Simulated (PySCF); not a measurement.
Compound: C3H4Cl2O.
Numbering: `[Cl:1][CH:2]([Cl:3])[C@H:4]1[CH2:5][O:6]1` (hydrogens: H7 on C2; H8 on C4; H9, H10 on C5)

The same species was optimised twice, with GFN2-xTB and with PBE0-D3(BJ)/def2-SVP (PySCF), and the same property calculations (PySCF, gas phase) were run on both structures.

| coordinate | GFN2-xTB | PBE0-D3(BJ)/def2-SVP | change |
| --- | --- | --- | --- |
| C5–O6 (Å) | 1.399 | 1.416 | +0.017 |
| C4–O6 (Å) | 1.388 | 1.397 | +0.009 |
| C4–C5 (Å) | 1.464 | 1.459 | -0.005 |
| C2–C4 (Å) | 1.512 | 1.511 | -0.001 |
| C2–Cl3 (Å) | 1.771 | 1.770 | -0.001 |
| Cl1–C2 (Å) | 1.782 | 1.781 | -0.001 |
| Cl1–C2–Cl3 (°) | 110.0 | 111.6 | +1.6 |
| C4–O6–C5 (°) | 63.4 | 62.5 | -0.9 |
| C2–C4–O6 (°) | 118.2 | 117.4 | -0.8 |
| C5–C4–O6 (°) | 58.7 | 59.4 | +0.7 |
| C2–C4–C5 (°) | 122.7 | 123.3 | +0.6 |
| Cl3–C2–C4 (°) | 112.4 | 112.9 | +0.5 |
| C4–C5–O6 (°) | 57.9 | 58.1 | +0.2 |
| Cl1–C2–C4 (°) | 108.4 | 108.3 | -0.1 |
| Cl1–C2–C4–C5 (°) | 92 | 96 | +4 |

Rotational constants: A = 3114, B = 1929, C = 1352 MHz (GFN2-xTB) against A = 3084, B = 1915, C = 1336 MHz (PBE0-D3(BJ)/def2-SVP). Point groups within 0.08 Å: C1 and C1.

On the GFN2-xTB structure: HOMO (eV) -8.34 [PBE0/pcSseg-1]; LUMO (eV) -0.07 [PBE0/pcSseg-1]; dipole (D) 1.50 [PBE0/pcSseg-1]; GIAO shielding of Cl1 (ppm) 699.1 [PBE0/pcSseg-1]; GIAO shielding of C2 (ppm) 100.7 [PBE0/pcSseg-1]; GIAO shielding of Cl3 (ppm) 744.2 [PBE0/pcSseg-1]; GIAO shielding of C4 (ppm) 134.6 [PBE0/pcSseg-1]; GIAO shielding of C5 (ppm) 146.3 [PBE0/pcSseg-1]; GIAO shielding of O6 (ppm) 300.8 [PBE0/pcSseg-1].

Problem. What do these properties become on the PBE0-D3(BJ)/def2-SVP structure?

Solution. 
| property | level | on GFN2-xTB | on PBE0-D3(BJ)/def2-SVP | change |
| --- | --- | --- | --- | --- |
| HOMO (eV) | PBE0/pcSseg-1 | -8.34 | -8.34 | 0.00 |
| LUMO (eV) | PBE0/pcSseg-1 | -0.07 | -0.10 | -0.03 |
| dipole (D) | PBE0/pcSseg-1 | 1.50 | 1.50 | 0.00 |
| energy, GFN2-xTB geometry as zero (kcal/mol) | PBE0/pcSseg-1 | 0.0 | -0.4 | -0.4 |
| GIAO shielding of Cl1 (ppm) | PBE0/pcSseg-1 | 699.1 | 708.3 | +9.2 |
| GIAO shielding of C2 (ppm) | PBE0/pcSseg-1 | 100.7 | 100.7 | 0.0 |
| GIAO shielding of Cl3 (ppm) | PBE0/pcSseg-1 | 744.2 | 751.1 | +6.9 |
| GIAO shielding of C4 (ppm) | PBE0/pcSseg-1 | 134.6 | 131.8 | -2.8 |
| GIAO shielding of C5 (ppm) | PBE0/pcSseg-1 | 146.3 | 143.3 | -3.0 |
| GIAO shielding of O6 (ppm) | PBE0/pcSseg-1 | 300.8 | 297.3 | -3.5 |

The heavy atoms differ by 0.026 Å rms after alignment. Among bonds between heavy atoms C5–O6 changes most (+0.017 Å). Changes are differences of the printed values. Neither structure is proved a minimum here.

Shape of the structure used: `[Cl:1][CH:2]([Cl:3])[C@H:4]1[CH2:5][O:6]1`: Cl1–C2–C4–C5 96°.
